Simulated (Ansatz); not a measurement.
# Trigonal Te

Level of theory: BLYP (Ansatz, a quantum-chemistry and plane-wave program, PAW).

Settings: plane-wave cutoff 520 eV, 12×12×6 k mesh (along the axes of the cell as run), Fermi–Dirac smearing 0.01 eV, scalar-relativistic PAW data made under PBE.

Cell (measured lattice):

Space group P3₁21 (No. 152); a = b = 4.4511 Å, c = 5.9262 Å, α = β = 90.00°, γ = 120.00°

| atom | site | symmetry | x | y | z |
|---|---|---|---|---|---|
| Te | 3a | .2. | 0.7264 | 0.7264 | 0.0000 |

| Item | Result |
|---|---|
| band gap | 0.19 eV |
| smallest direct gap on the k points sampled | 0.22 eV |
| direct gap at Γ | 1.91 eV |

Measured, for comparison: band gap 0.33 eV (temperature not stated, not corrected to a static lattice, compiled measured gap; kind and temperature not stated; as tabulated in Kothakonda et al. (2022), arXiv:2208.02841).

Note: cell and atoms aren't relaxed at this level (largest force component 0.10 eV/Å, pressure 4.7 GPa).

Spin–orbit coupling is not included; it can close the smallest gap of 0.19 eV.

The computed numbers hold no vibrational or temperature effects.

The result took around 110 core-seconds (rough).
